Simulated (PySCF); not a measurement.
Species: C₄H₇PS.
SMILES with atom numbers: `[CH2:1]=[CH:2][PH:3](=[S:4])[CH:5]=[CH2:6]` (hydrogens: H7, H8 on C1; H9 on C2; H10 on P3; H11 on C5; H12, H13 on C6)

Structure used (GFN2-xTB), in Å, numbered top down from 1:
```xyz
13
C4H7PS angstrom
C      2.3358   -0.1552    0.6943
C      1.4881   -0.2203   -0.3192
P     -0.0172    0.7769   -0.4181
S      0.0047    2.0746   -1.8539
C     -1.3959   -0.3891   -0.5168
C     -2.3749   -0.4295    0.3722
H      2.1249    0.4399    1.5687
H      3.2647   -0.7020    0.6985
H      1.6996   -0.7922   -1.2158
H     -0.1379    1.2723    0.8849
H     -1.4176   -0.9741   -1.4294
H     -2.3519    0.1785    1.2629
H     -3.2270   -1.0792    0.2540
```

Computed, not measured: TDDFT PBE0/def2-SVPD, vertical, gas phase, core orbitals frozen in the response in PySCF.

Transition dipole moments from the ground state, in atomic units and in the frame of the coordinates above (overall signs are arbitrary), for the states with f of 0.002 or more among the lowest 8:

| state | E (hartree) | μx | μy | μz |
| --- | --- | --- | --- | --- |
| S1 | 0.1464 | -0.525 | -0.031 | -0.036 |
| S2 | 0.1534 | 0.011 | -0.228 | 0.044 |
| S3 | 0.1889 | -0.279 | -0.012 | -0.022 |
| S4 | 0.1896 | 0.000 | 0.508 | -0.400 |
| S6 | 0.2240 | 0.006 | 0.227 | -0.291 |
| S8 | 0.2287 | -0.013 | -0.065 | 0.276 |

What oscillator strength does each state have?

f = (2/3) ΔE |μ|² with ΔE in hartree (27.2114 eV).

| state | \|μ\|² (au) | \|μ\| (D) | f |
| --- | --- | --- | --- |
| S1 | 0.278 | 1.34 | 0.027 |
| S2 | 0.054 | 0.59 | 0.005 |
| S3 | 0.078 | 0.71 | 0.010 |
| S4 | 0.418 | 1.64 | 0.053 |
| S6 | 0.137 | 0.94 | 0.020 |
| S8 | 0.080 | 0.72 | 0.012 |

Label these states by symmetry in Cs.

The ground state is totally symmetric, so the direction of μ fixes the label. Polarised normal to the mirror plane, so A″: S1 and S3. Polarised in the mirror plane, so A′: S2, S4, S6 and S8.

Which bond between heavy atoms lies closest to the direction of the S4 transition dipole?

P3–S4, at 10° from it; next P3–C5 and C2–P3 at 62°.

What angle do the transition dipoles of S1 and S8 make?

|cos θ| = |μa·μb| / (|μa| |μb|) = 0.01, so θ ≈ 90° (taken between 0 and 90°, since the signs are arbitrary).

What peak molar absorption coefficient would the strongest computed level give as a lone Gaussian band 0.5 eV wide at half height?

ε(max) = 2.175×10⁸ f / FWHM, with the width in cm⁻¹. S4: 2.175×10⁸ × 0.0529 / 4033 ≈ 2900 L mol⁻¹ cm⁻¹.

One conformer stands for the species.
